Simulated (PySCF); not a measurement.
Compound: C3H5N3.
SMILES: `CN1N=CC=N1`

The closed-shell ground state was solved at several levels (PySCF, density fitting, gas phase, non-relativistic). Geometry: PBE0-D3(BJ)/def2-SVP; no solvent, vibrations or thermal averaging.

```
         level  basis functions  HOMO (eV)  LUMO (eV)  gap (eV)  dipole (D)
    PBE0/6-31G               64      -7.66       0.10      7.76        0.42
   PBE0/STO-3G               35      -5.71       2.78      8.49        0.82
PBE0/def2-TZVP              216      -7.54      -0.08      7.46        0.51
 PBE0/def2-SVP              109      -7.54       0.08      7.62        0.59
   PBE0/6-31G*               94      -7.34       0.29      7.63        0.51
```

(1) Estimate the row for PBE0/6-311+G(2d,p), a basis of 192 functions; the other rows only guide the guess.

(2) Over all these levels, which gives the widest orbital gap and which the narrowest?

(3) How much does the basis alone move the frontier levels among the 6 PBE0 rows (the withheld one included)?

(4) How far do the dipole and the HOMO energy spread over the levels?

Results:

(1) HOMO -7.56 eV, LUMO -0.18 eV, gap 7.38 eV, dipole 0.49 D.

(2) PBE0/STO-3G has the widest, 8.49 eV, and PBE0/6-311+G(2d,p) the narrowest, 7.38 eV. From the narrowest to the widest the HOMO moves by +1.85 eV and the LUMO by +2.96 eV.

(3) The HOMO by 1.95 eV and the LUMO by 2.96 eV. By rising basis size (HOMO, LUMO in eV): STO-3G -5.71, 2.78; 6-31G -7.66, 0.10; 6-31G* -7.34, 0.29; def2-SVP -7.54, 0.08; 6-311+G(2d,p) -7.56, -0.18; def2-TZVP -7.54, -0.08.

(4) The dipole runs from 0.42 to 0.82 D (mean 0.56 D) and the HOMO from -7.66 to -5.71 eV.
